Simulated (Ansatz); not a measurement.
# AlH5OSi: one species, many methods

The task here is to estimate one member of a computed series from the others.

Program: Ansatz 0.2.0, Gaussian basis. Level of theory: functionals in def2-TZVPP, the program's frozen cores in correlated methods. These are calculated values, not measurements.

Levels to be run: LDA (SPW92), PBE-D4, revPBE-D4, BLYP-D4, r2SCAN-D4, B97M-V, PBE0-D4, B3LYP-D4, r2SCANh-D4, r2SCAN0-D4, HSE06-D4, BHLYP-D4, CAM-B3LYP-D4, LC-ωPBE, ωB97X-V, ωB97M-V, B2PLYP, PBE-QIDH; CCSD(T)/def2-SVP; CCSD(T)/def2-TZVPP; MP2/def2-QZVPP; extrapolation to the limit; RPA on PBE.

1 further run of the same task is left out (it didn't finish).

**The geometry**

An earlier PBE0-D4 in a triple-zeta def2 set relaxation fixed the geometry.

8 atoms, charge 0, spin multiplicity 1.

Atoms are counted from 1 here; the program's logs count them from 0.

Bond lengths: O1–Al2 1.698 Å, O1–H4 0.956 Å, Al2–Si3 2.447 Å, Al2–H5 1.590 Å, Si3–H6 1.492 Å, Si3–H7 1.492 Å, Si3–H8 1.488 Å. Angles: Al2–O1–H4 123.1°, O1–Al2–Si3 116.2°, O1–Al2–H5 118.9°, Si3–Al2–H5 124.9°, Al2–Si3–H6 110.7°, Al2–Si3–H7 110.4°, Al2–Si3–H8 112.9°, H6–Si3–H7 106.7°, H6–Si3–H8 108.0°, H7–Si3–H8 107.9°.

The first run:

Input file in.yaml:

```yaml
crystal:
  periodic: [false, false, false]
  atoms:
    - {symbol: O, position_ang: [-1.887980, 0.419995, -0.999354]}
    - {symbol: Al, position_ang: [-0.315737, 0.833493, -0.507868]}
    - {symbol: Si, position_ang: [0.904551, -0.871771, 0.753460]}
    - {symbol: H, position_ang: [-2.450097, 1.008683, -1.501409]}
    - {symbol: H, position_ang: [0.257689, 2.266032, -0.892680]}
    - {symbol: H, position_ang: [1.429347, -0.308526, 2.031286]}
    - {symbol: H, position_ang: [2.086747, -1.347605, -0.022760]}
    - {symbol: H, position_ang: [0.067681, -2.057498, 1.083525]}
basis:
  gaussian: {orbitals: def2-TZVPP}
hamiltonian: {xc: lda}
output: {orbitals: {seedname: orbitals}}
```

On the command line:

```console
> ansatz run in.yaml --threads 2 --pin off --events-out ev --progress --plain --max-ram 4352MiB
```

Steps of the session up to this table: LDA; PBE-D4 (GGA); revPBE-D4 (GGA); BLYP-D4 (GGA); r2SCAN-D4 (meta-GGA); B97M-V (meta-GGA); PBE0-D4 (hybrid); B3LYP-D4 (hybrid); r2SCANh-D4 (hybrid); r2SCAN0-D4 (hybrid); HSE06-D4 (hybrid); BHLYP-D4 (hybrid); CAM-B3LYP-D4 (range-separated); LC-ωPBE (range-separated); ωB97X-V (range-separated); ωB97M-V (range-separated); B2PLYP (double hybrid); PBE-QIDH (double hybrid).

One table of the session follows, with a row left open; its other results are not shown here.

It belongs to the step «Orbital energies across the functionals». 

| functional | HOMO (eV) | LUMO (eV) | gap (eV) |
| --- | --- | --- | --- |
| LDA (SPW92) | -6.55 | -2.34 | 4.21 |
| PBE-D4 | -6.49 | -2.14 | 4.35 |
| revPBE-D4 | -6.46 | -2.05 | 4.41 |
| BLYP-D4 | -6.37 | -2.01 | 4.36 |
| r2SCAN-D4 | -6.75 | -1.90 | 4.85 |
| B97M-V | -6.83 | -2.11 | 4.72 |
| PBE0-D4 | -7.61 | -1.39 | 6.22 |
| B3LYP-D4 | ? | ? | ? |
| r2SCANh-D4 | -7.15 | -1.64 | 5.52 |
| r2SCAN0-D4 | -7.76 | -1.25 | 6.51 |
| HSE06-D4 | -7.21 | -1.76 | 5.45 |
| BHLYP-D4 | -8.62 | -0.60 | 8.03 |
| CAM-B3LYP-D4 | -8.89 | -0.41 | 8.47 |
| LC-ωPBE | -10.20 | 0.64 | 10.84 |
| ωB97X-V | -9.88 | 0.54 | 10.41 |
| ωB97M-V | -9.62 | 0.27 | 9.89 |

Estimate the missing values for B3LYP-D4.

Worked estimate for «HOMO (eV)». Against the share of exact exchange, BLYP-D4 (0, -6.37), BHLYP-D4 (0.5, -8.62) give a slope of -4.50 per unit share; at 0.2 the line stands at -7.27.

**Answer.** HOMO (eV): -7.42; LUMO (eV): -1.57; gap (eV): 5.85. In «HOMO (eV)» the line misses by +0.15.
